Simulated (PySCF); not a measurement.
# Basis and Hamiltonian dependence of the ionisation energy of Be

Be [He] 2s2 (1S) → Be⁺ [He] 2s1 (2S). Calculated with PySCF 2.14 from differences of total energies of unrestricted determinants, without spin-orbit coupling. Values in eV.

```json
{"basis": "def2-SVP", "Hamiltonian": "non-relativistic", "functions": "9", "UHF": "7.968", "LDA": "n/a", "PBE0": "n/a", "MP2 (valence)": "8.567", "CCSD(T) (valence)": "9.171", "CCSD(T) (valence and next inner shell)": "n/a"}
{"basis": "x2c-SVPall", "Hamiltonian": "spin-free X2C", "functions": "9", "UHF": "7.970", "LDA": "8.964", "PBE0": "8.937", "MP2 (valence)": "8.569", "CCSD(T) (valence)": "9.172", "CCSD(T) (valence and next inner shell)": "n/a"}
{"basis": "cc-pVDZ-DK", "Hamiltonian": "spin-free X2C", "functions": "14", "UHF": "8.080", "LDA": "n/a", "PBE0": "n/a", "MP2 (valence)": "8.777", "CCSD(T) (valence)": "9.291", "CCSD(T) (valence and next inner shell)": "n/a"}
{"basis": "cc-pVDZ", "Hamiltonian": "non-relativistic", "functions": "14", "UHF": "8.079", "LDA": "n/a", "PBE0": "n/a", "MP2 (valence)": "8.776", "CCSD(T) (valence)": "9.290", "CCSD(T) (valence and next inner shell)": "n/a"}
{"basis": "jorge-DZP-DKH", "Hamiltonian": "spin-free X2C", "functions": "15", "UHF": "8.037", "LDA": "9.015", "PBE0": "n/a", "MP2 (valence)": "8.737", "CCSD(T) (valence)": "9.268", "CCSD(T) (valence and next inner shell)": "n/a"}
{"basis": "ANO-RCC-VTZP", "Hamiltonian": "spin-free X2C", "functions": "30", "UHF": "8.039", "LDA": "9.017", "PBE0": "8.972", "MP2 (valence)": "8.785", "CCSD(T) (valence)": "9.288", "CCSD(T) (valence and next inner shell)": "9.293"}
{"basis": "x2c-QZVPPall", "Hamiltonian": "spin-free X2C", "functions": "36", "UHF": "8.044", "LDA": "9.027", "PBE0": "8.972", "MP2 (valence)": "8.819", "CCSD(T) (valence)": "9.292", "CCSD(T) (valence and next inner shell)": "9.297"}
{"basis": "dyall-av2z", "Hamiltonian": "non-relativistic", "functions": "42", "UHF": "8.045", "LDA": "9.027", "PBE0": "8.975", "MP2 (valence)": "8.796", "CCSD(T) (valence)": "9.288", "CCSD(T) (valence and next inner shell)": "n/a"}
{"basis": "aug-cc-pCVTZ", "Hamiltonian": "non-relativistic", "functions": "59", "UHF": "8.043", "LDA": "9.026", "PBE0": "8.974", "MP2 (valence)": "8.825", "CCSD(T) (valence)": "9.289", "CCSD(T) (valence and next inner shell)": "9.303"}
{"basis": "aug-cc-pCVTZ-DK", "Hamiltonian": "spin-free X2C", "functions": "59", "UHF": "8.044", "LDA": "9.027", "PBE0": "8.975", "MP2 (valence)": "8.826", "CCSD(T) (valence)": "9.290", "CCSD(T) (valence and next inner shell)": "9.304"}
{"basis": "dyall-acv3z", "Hamiltonian": "spin-free X2C", "functions": "76", "UHF": "8.044", "LDA": "9.028", "PBE0": "8.972", "MP2 (valence)": "8.838", "CCSD(T) (valence)": "9.296", "CCSD(T) (valence and next inner shell)": "9.312"}
{"basis": "dyall-av3z", "Hamiltonian": "non-relativistic", "functions": "76", "UHF": "8.043", "LDA": "9.026", "PBE0": "8.971", "MP2 (valence)": "8.837", "CCSD(T) (valence)": "9.295", "CCSD(T) (valence and next inner shell)": "n/a"}
{"basis": "dyall-acv3z", "Hamiltonian": "non-relativistic", "functions": "76", "UHF": "8.043", "LDA": "9.026", "PBE0": "8.971", "MP2 (valence)": "8.837", "CCSD(T) (valence)": "9.295", "CCSD(T) (valence and next inner shell)": "9.311"}
{"basis": "aug-cc-pVQZ", "Hamiltonian": "non-relativistic", "functions": "80", "UHF": "8.043", "LDA": "9.025", "PBE0": "8.973", "MP2 (valence)": "8.847", "CCSD(T) (valence)": "9.295", "CCSD(T) (valence and next inner shell)": "n/a"}
```

Frozen in the all-electron rows: valence: 1s2; valence and next inner shell: nothing.

Reference for a calculation without spin-orbit coupling: 9.323 eV (measured, between term centres; NIST).
